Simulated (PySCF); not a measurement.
Assigning NMR signals

Atoms are numbered as in `[cH:1]1[cH:2][cH:3][c:4](-[n:5]2[cH:6][cH:7][cH:8][cH:9]2)[cH:10][cH:11]1` (H(Xn): hydrogen on atom n).

Calculated, not measured (PySCF 2.14): GIAO HF/pcSseg-2 shieldings, couplings computed with B3LYP/pcJ-1 (without the spin–dipole term), geometry from PBE0-D3(BJ)/def2-SVP. One conformer, no solvent model, non-relativistic, rapidly exchanging positions averaged.

Scale: TMS for $^{13}$C, $^{1}$H (reference shieldings calculated alike).

(1) Assign these signals to the numbered atoms. $^{13}$C{$^{1}$H} NMR (computed): δ 154.2, 140.9, 133.2, 130.3, 129.6, 118.6.

(2) Assign these signals to the numbered atoms. $^{1}$H NMR (400 MHz, computed): δ 7.73 (m, 2H), 7.65 (m, 2H), 7.43 (m, 1H), 7.35 (m, 2H), 6.64 (m, 2H).

Results:

(1) 
154.2 → C4, aromatic carbon bearing nitrogen: an ipso carbon deshielded by its heteroatom
140.9 → C2/C11, aromatic CH
133.2 → C1, aromatic CH: the aromatic region
130.3 → C6/C9, aromatic CH next to a ring nitrogen
129.6 → C3/C10, aromatic CH: the aromatic region
118.6 → C7/C8, aromatic CH

C6/C9 and C3/C10 lie closer than the usual error of such a calculation, so a measured spectrum could show them in the other order.

(2) 
| δ (ppm) | atoms | environment | reason |
| --- | --- | --- | --- |
| 7.73 | H(C2)/H(C11) | hydrogen on an aromatic CH | aromatic region |
| 7.65 | H(C3)/H(C10) | hydrogen on an aromatic CH | – |
| 7.43 | H(C1) | hydrogen on an aromatic CH | – |
| 7.35 | H(C6)/H(C9) | hydrogen on an aromatic CH next to a ring nitrogen | aromatic region |
| 6.64 | H(C7)/H(C8) | hydrogen on an aromatic CH | it sits in the deshielding region of the aromatic ring current |

H(C2)/H(C11) and H(C3)/H(C10); H(C1) and H(C6)/H(C9) lie closer than the usual error of such a calculation, so a measured spectrum could show them in the other order.

Splittings below 1 Hz are ignored in the labels, and close J values are merged. Couplings among chemically equivalent protons are left out too, so labels in AA′BB′ or AA′XX′ sets are apparent multiplicities. Unscaled 3J(H,H) at this level run about 10 % above measured values. Shifts are as computed, not scaled to solution data. Of 1328 compounds with measured shifts, 309 miss one by over three times the rms of a fit or turn the order of signals round; such compounds aren't used in these exercises. Signals without a measured value on file couldn't be tested in this way.
